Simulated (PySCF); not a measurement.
Functional dependence of a UV spectrum

Species: cyclopropylamine, C3H7N.
SMILES: `NC1CC1`

Linear-response calculations in the def2-SVPD basis (PySCF; singlets by full response, triplets Tamm–Dancoff, core orbitals frozen in the response; HF means time-dependent Hartree–Fock). 'Strongest' is the level of largest summed f among the singlets computed (10 roots, of which the last may lack a degenerate partner); it can jump between rows when another state enters that window. S1 is the lowest singlet of each run and needn't be the same state throughout; f(S1) is that of one state. One conformer (not necessarily the lowest) at the PBE0-D3(BJ)/def2-SVP geometry, without solvent, vibrations or thermal averaging.

```tsv
functional	kind	S1 (eV)	f(S1)	strongest (eV)	T1 (eV)	HOMO (eV)	gap (eV)	ionisation energy, ΔSCF (eV)
LDA	LDA	5.48	0.024	7.57	5.31	-5.32	5.42	8.88
PBE	GGA	5.44	0.024	7.53	5.24	-5.20	5.37	8.69
B3LYP	global hybrid, 20% exact exchange	5.89	0.024	8.42	5.67	-6.37	6.94	8.90
PBE0	global hybrid, 25% exact exchange	6.15	0.024	8.68	5.89	-6.59	7.48	8.87
BHandHLYP	global hybrid, 50% exact exchange	6.54	0.023	9.23	6.26	-7.90	9.27	8.92
CAM-B3LYP	range-separated hybrid	6.23	0.023	8.87	5.96	-8.01	9.54	9.03
wB97X-D	range-separated hybrid	6.50	0.026	8.73	6.32	-8.49	11.04	8.96
HF	Hartree–Fock	7.41	0.023	10.05	6.99	-9.92	12.82	not settled
```

Problem. What does LC-wPBE (range-separated hybrid) give?

Solution. S1 (eV) 6.85, f(S1) 0.024, strongest (eV) 9.47, T1 (eV) 6.52, HOMO (eV) -9.37, gap (eV) 12.00, ionisation energy, ΔSCF (eV) 9.15. S1 runs from 5.44 eV (PBE) to 7.41 eV (HF), a spread of 1.98 eV, while the orbital gap spreads over 7.4 eV. Along PBE (0%), B3LYP (20%), PBE0 (25%), BHandHLYP (50%), HF (100%) S1 rises with the share of exact exchange. −ε(HOMO) comes closest to its own ΔSCF ionisation energy with LC-wPBE (+0.22 eV) and misses most with LDA (-3.56 eV). 'Not settled' means that the ion's SCF failed to converge or may have ended in another state than the lowest.
